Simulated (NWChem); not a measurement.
**Correlation energy of C (+1)**

```xyz
1

C      0.0000     0.0000     0.0000
```
Charge +1, spin multiplicity 2.

Program: NWChem.

Basis set: def2-TZVP. Each correlation energy counts from its own Hartree-Fock reference.

The correlated methods keep 1 core orbital frozen. The stability of the SCF solutions was not checked. Open-shell Hartree-Fock references start from PBE0 orbitals. Coupled-cluster values serve here as a point of comparison, not as the truth.

Problem. For the correlation energy, UMP2 gives -49.9 mHa and SCS-UMP2 gives -57.0 mHa. What do CCSD on ROHF, CCSD[T] on ROHF, CCSD(T) on ROHF give?

Solution. CCSD on ROHF: -78.2 mHa; CCSD[T] on ROHF: -79.5 mHa; CCSD(T) on ROHF: -79.5 mHa.
